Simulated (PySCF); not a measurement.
# AlH6N: the cost of one run

Computed with PySCF 2.14.0, with density-fitted response routines of our own, on a single molecule in the gas phase. Atoms count from 0, in the outputs and in this text.

## (1) Starting geometry

8 atoms, charge 0, multiplicity 1; geometry from: GFN2-xTB. The atoms were then displaced at random by about 0.01 Å, so the start is not that level's minimum.

Bonds of the start (Å): N0–Al1 2.03, N0–H2 1.04, N0–H3 0.99, N0–H4 1.04, Al1–H5 1.58, Al1–H6 1.57, Al1–H7 1.57.

## (2) Geometry optimisation at PBE0-D3(BJ)/def2-SVP

Job settings and geometry (Å):

```
{"job": {"xc": "PBE0", "basis": "def2-SVP", "d3": "d3bj", "grid": 1, "shake": 0.01, "kind": "geom"}, "charge": 0, "multiplicity": 1}
N     -0.942280    -0.140990     0.021780
Al     1.068820     0.125340    -0.029160
H     -1.404330     0.525540     0.675400
H     -1.174130    -1.062040     0.288680
H     -1.369400     0.058620    -0.909350
H      1.091620     1.640270    -0.474920
H      1.408870    -0.970080    -1.101140
H      1.375970    -0.195790     1.476260
```

Started as:

```console
$ OMP_NUM_THREADS=1 python probes_run.py task.json out
```

One launch serves the whole session: the jobs run in the order shown.

**Question.** How long does this first job take on 1 thread of Arm Neoverse V1, shared host, and how much memory does it need?

About 6.8 s, with a peak of 0.29 GiB.
